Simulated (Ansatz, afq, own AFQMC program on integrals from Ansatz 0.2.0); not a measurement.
Atomization energy of InHCl₂, singlet

```xyz
4

In    0.0000   -0.4809    0.0000
Cl    0.0000    0.8097   -1.9196
Cl    0.0000    0.8097    1.9196
H     0.0000   -2.1754    0.0000
```

Connectivity, by distances: Cl–InH–Cl.

Atoms in their ground-state spins without spin–orbit coupling (mostly on UHF) minus the molecule (RHF), without zero-point energy. The geometry is a stationary point, not shown to be a minimum.

Basis def2-TZVP with its core potentials. Only valence electrons are correlated. AFQMC by an in-house program on the Cholesky factors that Ansatz 0.2.0 writes for its CCSD(T) run. The CISD trial takes its coefficients from CCSD amplitudes. Released means that phaseless walkers are propagated on without the constraint, phases kept. Uncertainties: one standard error, sampling alone. No spin–orbit coupling. The errors of all members are added in quadrature.

No full CI on the walks' own integrals is used here. The released AFQMC energy serves as the reference, which it does only where one determinant dominates, the energy is flat over the last release times and near the phaseless one (40 meV or 2 meV an electron, half that with transition metals). On small molecules, where full CI could be run and the noise was under 10 meV, such values lay within 10 meV of it in 19 cases of 20, a flattering rate, since the rule was set on those same cases; what remains of the bias isn't in the error bar. Each member takes its own surest rung, up to full CI.

The best estimate is CCSD(T) at the basis-set limit (CBS: def2-TZVPP and def2-QZVPP, with their diffuse functions for anions and beside diffuse sets, CCSD(T) itself extrapolated) plus the step from CCSD(T) to AFQMC with the constraint released in def2-TZVP. Rows without CBS are in def2-TZVP; B2PLYP and the wave-function rows carry a basis error of their own. Core correlation and relativity beyond core potentials are missing, and ± holds the sampling alone.

Cautions: inner d shell frozen; no spin-orbit coupling; InHCl₂ (singlet): the released value is read at 1.50 1/Eh with a noise of 12 meV, more than in the cases checked (meV from the phaseless value at times in 1/Eh: -16 ± 6 at 0.24, -11 ± 6 at 0.51, -32 ± 7 at 0.99, -27 ± 12 at 1.50); other spins of the molecule weren't checked.

Best estimate: 9.804 ± 0.012 eV.

```
         level  atomization energy (eV)  error against the best estimate (eV)
            HF                    7.096                        -2.708 ± 0.012
           MP2                    9.625                        -0.178 ± 0.012
          CCSD                    9.102                        -0.702 ± 0.012
       CCSD(T)                    9.291                        -0.513 ± 0.012
 ph-AFQMC/CISD            9.292 ± 0.007                        -0.511 ± 0.014
released AFQMC            9.314 ± 0.014                                -0.490
        HF/CBS                    7.125                        -2.679 ± 0.012
       MP2/CBS                   10.089                         0.286 ± 0.012
   CCSD(T)/CBS                    9.792                        -0.011 ± 0.012
           PBE                    9.449                        -0.354 ± 0.012
        r2SCAN                    9.664                        -0.140 ± 0.012
          PBE0                    9.419                        -0.385 ± 0.012
         B3LYP                    9.067                        -0.736 ± 0.012
       wB97M-V                    9.673                        -0.130 ± 0.012
        B2PLYP                    9.264                        -0.540 ± 0.012
```

Correlation beyond CCSD(T) changes it by less than twice the noise. Going to the basis-set limit adds 0.501 eV at CCSD(T). The perturbative (T) step is worth +0.189 eV.

Best estimates are given only where the step beyond CCSD(T) is under 0.3 eV and no member's determinant is very poor (T1 over 0.05, or 0.07 for open shells, ⟨S²⟩ too high by 0.3, two states mixed), so the hardest cases are missing from such tables.

The functionals ran in a triple-zeta set and keep a basis error of their own, a few kJ/mol for each bond in atomization energies and more for double hybrids, so close places among them and the extrapolated levels can swap.

Each member of a difference takes its own highest rung, so a best estimate needn't equal the limit plus the step of one row. A walk keeps the symmetry of its determinant, which the program's search chose and which needn't be the lowest solution, so a lower state of the same spin and another symmetry isn't excluded. Released energies are given only where the last usable release times agree within the noise; a slower fall can still hide under it. The exponents were fitted on light atoms, and def2 sets of heavy atoms don't grow evenly, so the limit is rough here.
